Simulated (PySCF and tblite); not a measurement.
Values are calculated unless marked as measured or tabulated.
1-fluorobutane, C₄H₉F, numbered as in [CH3:1][CH2:2][CH2:3][CH2:4][F:5].

Geometries PBE0-D3(BJ)/def2-SVP; weights from PBE-D3(BJ)/def2-SVPD energies and GFN2-xTB thermal corrections, with symmetry numbers and mirror pairs. Conformers within 3 kcal/mol (GFN2-xTB free energy) were kept, 4 at most. GIAO shieldings: mPW1PW91/pcSseg-1. Shifts are against TMS (¹H), TMS (¹³C), CFCl3 (¹⁹F) at the same level. (PySCF 2.14, tblite 0.8.)

Torsions listed: C1–C2–C3–C4, C2–C3–C4–F5. Of a mirror pair one member is shown.

```tsv
conformer	shape	symmetry	E(GFN2) kcal/mol	E(DFT) kcal/mol
1	178°, -60°	C1 (pair)	0.05	0.00
2	-65°, -58°	C1 (pair)	0.68	0.39
3	180°, 180°	Cs	0.00	0.35
4	-65°, -177°	C1 (pair)	0.37	0.92
```

(1) How much do the weights at 298.15 K and the averaged shift of C4 depend on how the conformers are weighted?

Answers

(1) 
```
                                                              weighting  1 (%)  2 (%)  3 (%)  4 (%)  δ (ppm)  rms dipole (D)
DFT energy with thermal terms, symmetry and mirror images (full scheme)     51     22     17     10     83.3            1.76
                             DFT energy with symmetry and mirror images     50     26     14     10     83.1            1.75
                                                        bare DFT energy     44     23     24      9     83.3            1.77
                        GFN2-xTB energy with symmetry and mirror images     41     14     22     23     83.7            1.81
                                                   GFN2-xTB free energy     40     12     26     22     83.8            1.82
                                                leading conformer alone    100      0      0      0     84.2            1.68
                                                          equal weights     25     25     25     25     83.2            1.82
                         full scheme, search stopped after three starts      0      0     63     37     84.6            1.95
```

The largest departure from the full scheme, 1.3 ppm, comes with: full scheme, search stopped after three starts.
